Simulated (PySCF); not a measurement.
nitrous oxide (N2O), SMILES [O-][N+]#N. Coordinates come from a PBE0-D3(BJ)/def2-TZVP optimisation.

These are PBE0-D3(BJ)/def2-TZVP (PySCF 2.14.0) values and carry that method's errors.

Harmonic wavenumbers (cm⁻¹): 641, 641, 1377, 2410. Rotational constants (GHz): 12.84 (linear); symmetry number 1.

Work out the zero-point energy and the ideal-gas rigid-rotor harmonic-oscillator thermochemistry at 298.15 K and 1 atm.

ZPE = ½ Σ hcν = ½ × 5068 cm⁻¹ = 7.25 kcal/mol. H − E(el) = 9.50 kcal/mol. Entropy in cal/(mol K): translation 37.27, rotation 14.27, vibration 0.79, total 52.33. G − E(el) = -6.10 kcal/mol. Cp = 8.97 cal/(mol K).
